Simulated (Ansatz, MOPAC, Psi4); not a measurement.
Molecule: cyclopropene, C₃H₄, charge 0, multiplicity 1. SMILES: C1=CC1
Structure (B3LYP-D3(BJ)/def2-TZVP (Ansatz, a first-principles code) minimum search):
```xyz
7

C     -0.0054     0.0051     0.8609
C     -0.0002    -0.6463    -0.4958
C      0.0065     0.6404    -0.5035
H      0.9023     0.0040     1.4624
H     -0.9206     0.0134     1.4509
H     -0.0016    -1.5779    -1.0322
H      0.0147     1.5655    -1.0509
```
Charge 0, spin multiplicity 1.

Quantity: size of the dipole moment, in D. Conventions: LANL2DZ all-electron up to Ne; 6-311+G** with 5d; spin-orbit terms left out; 6-31G* and kin with 6d, 5d where marked; non-relativistic; dispersion terms only where a functional's name holds one; PM7 with its own dispersion and hydrogen-bond terms. Ab initio and DFT rows: single points at B3LYP-D3(BJ) geometries (Ansatz). Semi-empirical rows: dipoles at the shared geometry.

Measured values: NIST CCCBDB, as tabulated in the package chemicals; dipoles are vibrational averages. 

Value to compare with, the measured value: 0.45 D.

```tsv
level	program	size of the dipole moment (D)	error
PM6	MOPAC	0.30	-0.15
PM7	MOPAC	0.32	-0.13
PBE/STO-3G	Ansatz	0.43	-0.02
PBE/LANL2DZ	Ansatz	0.37	-0.08
PBE/6-311+G**	Ansatz	0.46	0.01
B3LYP/STO-3G	Ansatz	0.46	0.01
B3LYP/6-31G*	Ansatz	0.52	0.07
B3LYP/6-31G**	Ansatz	0.52	0.07
B3LYP/6-311+G**	Ansatz	0.46	0.01
wB97X-D/6-311+G**	Psi4	0.47	0.02
```

6 of the 10 habitual levels lie above the measured value; their mean absolute error is 0.06 D, the median 0.05.

The levels are drawn from those run, B3LYP/6-31G* more often than the rest, none by its result; runs whose electronic state is in doubt are left out.
